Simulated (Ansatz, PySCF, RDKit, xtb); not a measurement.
# Solving B2H2S, step by step

Task: start from the formula B2H2S, draw up candidate structures, narrow them down in stages, and characterise the one that lies lowest at 298.15 K.

The funnel: GFN2-xTB relaxations, single points with a density functional, relaxations at B3LYP-D4/def2-TZVP, harmonic vibrations, and a last energy at a higher level. All values are calculated.

7 further runs of the same task are left out: 7 set aside as unsound or not needed.

**1. Possible bonding patterns**

A program enumerates the bonding patterns with one Lewis structure each (two rings at most, one unusual centre or charged pair), with their diastereomers. O–O, O–halogen and N–halogen bonds and N–N–N chains are not drawn. That gives 11 candidates.

```tsv
label	SMILES	spin
c081	BB=S	singlet
c281	[B+]=[BH-]S	singlet
c491	B=S=B	singlet
c499	B#[B-][SH2+]	singlet
c526	B1=[SH]B1	singlet
c547	B=BS	singlet
c650	B#SB	singlet
c679	B1BS1	singlet
c724	B#[SH]=B	singlet
c840	[BH+][BH-]=S	singlet
c894	B1=[S+][BH2-]1	singlet
```

Candidates are built by distance geometry, with a force field where one applies, in up to four conformers (letters a to d). 16 starts with atoms placed at random are added, to find patterns that the rules miss.

Q: Predict the outcome of this search (final energies at CCSD(T)/def2-TZVPP).

| quantity | value |
| --- | --- |
| lowest structure found | B1BS1, singlet, C2v |
| next finalist | BB=S, singlet, 2.6 kcal/mol higher in G |
| share at equilibrium, among the finalists | 98.8 % |
| harmonic wavenumbers, lowest and highest (B3LYP-D4/def2-TZVP) | 674 and 2765 cm⁻¹ |
| rotational constants, same geometry | 0.8007, 0.4561, 0.2906 cm⁻¹ |
| dipole moment (PBE0/def2-TZVPD) | 0.16 D |
| HOMO energy (PBE0/def2-TZVPD) | -7.58 eV |
| LUMO energy (PBE0/def2-TZVPD) | -2.48 eV |
| HOMO–LUMO gap (PBE0/def2-TZVPD) | 5.10 eV |
| lowest excitation (TD-PBE0/def2-SVPD) | 3.46 eV (f = 0.001) |
| strongest of the states computed, same level | 6.26 eV (f = 0.065) |
| lowest triplet excitation, same level, Tamm-Dancoff | 2.57 eV |
| vertical ionisation energy | 9.96 eV |
| vertical electron affinity | 0.49 eV |
| vertical triplet less singlet | +2.54 eV |

The search ends on `B1BS1`. The margin, 2.6 kcal/mol, is modest. GFN2-xTB, HF/STO-3G, r2SCAN-D4/def2-SVP, B3LYP-D4/def2-TZVP and MP2/def2-TZVPP already put its bonding pattern lowest among the structures in one piece; HF/def2-TZVPP favours the singlet BB=S. The search is not exhaustive (a finite list of starts, one conformer a finalist), so a lower isomer can't be ruled out. The lowest isomer need not be the one that is made and kept in a bottle, which depends on barriers.
